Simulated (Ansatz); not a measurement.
A run of Ansatz (development build ahead of 0.2.0) on doublet PO in separate pieces at this shape:

```xyz
2

P     0.0000    0.0000    0.0000
O     0.0000    0.0000    8.0000
```

Its results:

```json
{"Converged": "yes", "Total energy": "-415.94643 hartree", "Spin squared of the determinant": "2.752", "Stability test": "minimum"}
```

Forces (eV/Å):
```csv
atom,Fx,Fy,Fz
P1,0.000,0.000,0.000
O2,0.000,0.000,0.000
```

Question: Which input gives this output? Name the method, the orbitals and the basis set, and write the input.

Answer: PBE0 (unrestricted) in def2-SVP.

```yaml
crystal:
  periodic: [false, false, false]
  atoms:
    - { symbol: P, position_ang: [0.0, 0.0, 0.0] }
    - { symbol: O, position_ang: [0.0, 0.0, 8.0] }
basis:
  gaussian: { orbitals: def2-SVP }
magnetization:
  spin_polarized: true
  initial_magnetization: 1
hamiltonian:
  xc: pbe0
output:
  forces: true
```

Caution: charge can spread falsely over distant fragments; the unrestricted determinant is a mixture of spin states.
